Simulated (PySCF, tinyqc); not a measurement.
Inside a calculation. Method: CID on RHF in the sto-6g basis, frozen core, for LiH, spin multiplicity 1. The lowest restricted solution is unstable here: a spin-polarised one lies 0.0129 hartree lower (PySCF). One step of it, computed by the program tinyqc.

Problem. CID: roots. Diagonalise (each vector has its largest component positive (the first on a tie)); all determinants have Ms = 0, so triplets appear too. The lowest singlet root is the correlation energy.

Occupation strings over the orbitals (2 doubly, a alpha, b beta, 0 empty; spin orbitals ordered 1a 1b 2a 2b ...): 220000 202000 20a00b 200200 200020 20b00a 200002

H - E(HF) between determinants (hartree), lower triangle:
```
           220000     202000     20a00b    200200    200020     20b00a    200002
220000   0.000000
202000   0.024705   0.556697
20a00b  -0.048619   0.110294   0.459320
200200   0.020441   0.041691  -0.011338  0.607160
200020   0.020441   0.041691  -0.011338  0.016875  0.607160
20b00a   0.048619  -0.110294  -0.033413  0.011338  0.011338   0.459320
200002   0.133623   0.033413   0.027174  0.018881  0.018881  -0.027174  0.613846
```

Give: lowest roots of this matrix, relative to E(HF); lowest vectors; <S^2> of these roots; weight of the ground state by excitation level 0, 1, 2, ....

Solution.

lowest roots of this matrix, relative to E(HF) (hartree): -0.042  0.364  0.426  0.590  0.605  0.628  0.732

lowest vectors:
```
        root 1  root 2  root 3  root 4
220000   0.964   0.151   0.000   0.000
202000  -0.067   0.638   0.000   0.000
20a00b   0.111  -0.510   0.707   0.000
200200  -0.016  -0.156   0.000   0.707
200020  -0.016  -0.156   0.000  -0.707
20b00a  -0.111   0.510   0.707   0.000
200002  -0.201  -0.031   0.000   0.000
```

<S^2> of these roots: 0.000  0.000  2.000  0.000  0.000  0.000  0.000

weight of the ground state by excitation level 0, 1, 2, ...: 0.930  0.000  0.070
